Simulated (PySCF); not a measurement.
Problem. Write Cartesian coordinates for InChI=1S/C4H8FN/c1-3-4(5)2-6-3/h3-4,6H,2H2,1H3/t3-,4-/m0/s1 as optimised with PBE0-D3(BJ)/def2-SVP.

Solution. 
```
atom  x, y, z in Å
C1    -1.443   -0.196   -0.227
C2    -0.235    0.633    0.164
N3     0.725    0.929   -0.911
C4     1.595   -0.177   -0.507
C5     0.884   -0.179    0.847
F6     0.531   -1.401    1.342
H7    -2.020   -0.493    0.662
H8    -1.151   -1.114   -0.758
H9    -2.108    0.388   -0.882
H10   -0.563    1.534    0.713
H11    0.356    0.894   -1.859
H12    2.676    0.039   -0.521
H13    1.419   -1.141   -1.023
H14    1.415    0.378    1.634
```

Orientation and origin are arbitrary. Atoms count from 1 in this order. The 4-membered ring C2–N3–C4–C5 has internal angles of 86.8° to 91.9°; it is puckered, 0.12 Å rms from its mean plane, widest ring torsion 18°. N3 (secondary amine nitrogen) is pyramidal (angles 116.5°, 115.9° and 91.9°, sum 324.4°, 0.43 Å off the plane of its three neighbours). Of the pairs four or more bonds apart, C4···H8 is among the closest relative to their van der Waals radii: 2.91 Å, 100 % of the sum of Bondi's values. The 3 C–C bonds span 1.516 Å (C1–C2, drawn single) to 1.542 Å (C2–C5, drawn single), a spread of 0.026 Å.

Bonds between heavy atoms (Å): C1–C2 1.516, C2–N3 1.471, N3–C4 1.465, C4–C5 1.529, C5–F6 1.364, C2–C5 1.542.

Level of theory: PySCF 2.14.0, PBE0-D3(BJ)/def2-SVP geometry optimisation, gas phase.

Point group: C1 (no symmetry element, even within 0.4 Å). Not checked by PBE0-D3(BJ)/def2-SVP frequencies. The numbers are those of one conformer (C1–C2–N3–C4 -97°, C2–N3–C4–C5 -18°, N3–C4–C5–F6 135°, C1–C2–C5–C4 100°).

Hardware: one thread, Arm Neoverse V1, shared host. Cost: 48 s. These figures are those of the optimisation.
